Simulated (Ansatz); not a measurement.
```yaml
crystal:
  periodic: [false, false, false]
  atoms:
    - {symbol: Al, position_ang: [0.000000, 0.000000, -2.201220]}
    - {symbol: Al, position_ang: [0.000000, 0.000000, 0.310323]}
    - {symbol: O, position_ang: [0.000000, 0.000000, 1.890897]}
basis:
  gaussian: {orbitals: def2-TZVP}
magnetization: {spin_polarized: true, initial_magnetization: 2}
hamiltonian: {xc: pbe0}
relax: {f_tol: 0.004, max_steps: 80}
```

```sh
$ ansatz run in.yaml --threads 1 --pin off --events-out ev --progress --plain --max-ram 2176MiB
```

Steps of the relaxation (energy above the last step; positions in Å, forces in eV/Å):

```
3
step 1, 19.3 meV
Al    0.000    0.000   -2.201    0.000    0.000   -0.242
Al    0.000    0.000    0.310    0.000    0.000   -0.887
O     0.000    0.000    1.891    0.000    0.000    1.129
```

```
3
step 2, 4.0 meV
Al    0.000    0.000   -2.229    0.000    0.000   -0.040
Al    0.000    0.000    0.318    0.000    0.000   -0.531
O     0.000    0.000    1.911    0.000    0.000    0.571
```

```
3
step 3, 0.0 meV
Al    0.000    0.000   -2.238    0.000    0.000   -0.005
Al    0.000    0.000    0.316    0.000    0.000   -0.022
O     0.000    0.000    1.922    0.000    0.000    0.027
```

```
3
step 4, 0.0 meV
Al    0.000    0.000   -2.239    0.000    0.000    0.000
Al    0.000    0.000    0.316    0.000    0.000    0.000
O     0.000    0.000    1.923    0.000    0.000    0.000
```

Close pairs at the end: Al2–O3 1.606 Å, Al1–Al2 2.555 Å.

A stationary point of unrestricted PBE0 after 4 steps, with ⟨S²⟩ = 2.013 against 2.00 for a pure state; no frequencies were run, so it isn't proven a minimum. 18 s on 1 thread of AMD EPYC 7R13, shared host.
